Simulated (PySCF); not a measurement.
# H3NO (hydroxylamine): the cost of one run

Computed with PySCF 2.14.0, with density-fitted response routines of our own, on a single molecule in the gas phase. Atoms are numbered from 0 throughout.

## 1. The starting structure

5 atoms, charge 0, multiplicity 1; geometry from: MMFF94s.

Bonds of the start (Å): N0–O1 1.45, N0–H2 1.02, N0–H3 1.02, O1–H4 0.98.

## 2. Relaxing the molecule at PBE0-D3(BJ)/def2-SVP

The job: settings as JSON, then the geometry in Å.

```
{"job": {"xc": "PBE0", "basis": "def2-SVP", "d3": "d3bj", "grid": 1, "kind": "geom"}, "charge": 0, "multiplicity": 1}
N     -0.348087     0.253528     0.326887
O      0.669031    -0.397599    -0.482365
H     -1.008224    -0.511198     0.490435
H     -0.799958     0.866785    -0.356533
H      1.487238    -0.211517     0.021576
```

The run is started by

```bash
$ OMP_NUM_THREADS=1 python probes_run.py task.json out
```

This one command runs all jobs of the session in turn.

**Question.** How long does this first job take on 1 thread of Arm Neoverse V2, shared host, and how much memory does it need?

About 2.5 s, with a peak of 0.24 GiB.
